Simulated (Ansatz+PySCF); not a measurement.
# triplet C2H6 in separate pieces: levels of theory in one basis

```csv
atom,x (Å),y (Å),z (Å)
C,0.0000,0.0000,0.0000
H,1.0903,0.0000,0.0000
H,-0.5452,0.9443,0.0000
H,-0.5452,-0.9443,0.0000
C,30.0000,0.0000,0.0000
H,29.5806,0.9369,0.3677
H,30.5289,-0.0236,-0.9532
H,29.8905,-0.9133,0.5855
```

Basis set: cc-pVDZ (spherical functions). Correlated methods keep 2 orbitals frozen. Correlation on ROHF uses semicanonical orbitals with singles. Charge 0, multiplicity 3.

Computed with Ansatz (development build ahead of 0.2.0); each method stands on the lowest determinant of its kind that the runs found. NEVPT2 correlates all electrons. Active spaces start from the frontier orbitals, and the lowest solution found is given.

```json
{"method": "ROHF", "E − E(ROHF) (eV)": "0.00", "<S²> of the determinant": "2.00"}
{"method": "UHF", "E − E(ROHF) (eV)": "-0.23", "<S²> of the determinant": "2.02"}
{"method": "ROHF-MP2", "E − E(ROHF) (eV)": "-7.14", "<S²> of the determinant": "–"}
{"method": "UHF-MP2", "E − E(ROHF) (eV)": "-7.14", "<S²> of the determinant": "2.02"}
{"method": "ROHF-CCSD", "E − E(ROHF) (eV)": "-8.39", "<S²> of the determinant": "–"}
{"method": "UHF-CCSD", "E − E(ROHF) (eV)": "-8.40", "<S²> of the determinant": "2.02"}
{"method": "ROHF-CCSD(T)", "E − E(ROHF) (eV)": "-8.54", "<S²> of the determinant": "–"}
{"method": "UHF-CCSD(T)", "E − E(ROHF) (eV)": "-8.54", "<S²> of the determinant": "2.02"}
{"method": "CASSCF(4,4)", "E − E(ROHF) (eV)": "-0.45", "<S²> of the determinant": "–"}
```

Problem. What does SC-NEVPT2(4,4) give on the same scale?

Solution. -7.31 eV. NEVPT2 here correlates all electrons, so it doesn't share the others' frozen core.

Problem. Is a single determinant a sound starting point here?

Solution. By this sign, yes. Unrestricted orbitals gain 0.23 eV and <S²> is 2.02 against 2.00 for a pure state. The CASSCF(4,4) natural occupations are 1.98, 1.00, 1.00, 0.02.

Caution for CASSCF(4,4): other starts end on other solutions of this active space.
